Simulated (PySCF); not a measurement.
System: C$_{6}$H$_{5}$, charge 0, multiplicity 2. It need not be the lowest isomer of its formula. 
Coordinates optimised at B3LYP-D3(BJ)/def2-TZVP (Ansatz):
```xyz
11

C     -0.0001     1.3914    -0.0045
C      1.2208     0.7691    -0.0030
C      1.2089    -0.6297     0.0015
C      0.0001    -1.3184     0.0042
C     -1.2088    -0.6298     0.0026
C     -1.2208     0.7690    -0.0019
H      2.1535     1.3185    -0.0052
H      2.1458    -1.1733     0.0028
H      0.0001    -2.4006     0.0077
H     -2.1457    -1.1735     0.0048
H     -2.1537     1.3183    -0.0032
```
Charge 0, spin multiplicity 2.

Dispersion corrections to the total energy (kcal/mol) from the dftd3 and dftd4 libraries through PySCF: D3(BJ) without and D4 with the three-body term, each with the damping fitted for the functional named.

```
functional  D3(BJ)      D4
----------  ------  ------
revPBE      -16.55       …
TPSS         -8.02       …
r2SCAN       -1.74   -1.53
PBE          -6.39       …
BLYP        -13.66  -14.33
BHLYP        -8.61   -7.18
B2GP-PLYP    -3.88   -2.60
```

Complete the blanks.


- revPBE, D4: -21.65
- TPSS, D4: -8.57
- PBE, D4: -6.31
